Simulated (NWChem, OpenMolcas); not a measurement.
**CCl2 (dichloromethylene): the vertical ionisation energy from total energies**

CCl2: 3 atoms, total charge 0, spin state singlet. SMILES: `Cl[C]Cl`. The shape is that of a PBE0-D4/def2-TZVP optimisation.

| atom | x (Å) | y (Å) | z (Å) |
| --- | --- | --- | --- |
| Cl | 1.2367 | -0.3293 | 0.6443 |
| C | -0.2316 | -0.5851 | -0.1898 |
| Cl | -1.0051 | 0.9145 | -0.4545 |

Both states at this one shape; open shells run unrestricted unless said. 1 Eh = 27.2114 eV.

| level | program | singlet CCl2 (Eh) | doublet [CCl2]+ (Eh) |
| --- | --- | --- | --- |
| HF/STO-3G | OpenMolcas | -946.420779 | -946.115825 |
| BPW91/jorge-TZP-DKH (ZORA, density fitting with weigend coulomb fitting) | NWChem | -962.618932 | -962.173828 |
| PBE0/STO-3G | OpenMolcas | -947.564169 | -947.239276 |

**Question.** Work out the vertical ionisation energy at each level.

**Answer.** 
1. HF/STO-3G: -946.115825 − (-946.420779) = 0.304954 Eh = 8.30 eV.
2. BPW91/jorge-TZP-DKH (ZORA, density fitting with weigend coulomb fitting): -962.173828 − (-962.618932) = 0.445104 Eh = 12.11 eV.
3. PBE0/STO-3G: -947.239276 − (-947.564169) = 0.324893 Eh = 8.84 eV.

No measured value is set beside it here; the levels span 8.30 to 12.11 eV. Hartree–Fock favours the state with fewer electron pairs, since it lacks pair correlation. Minimal sets are far from the basis-set limit.
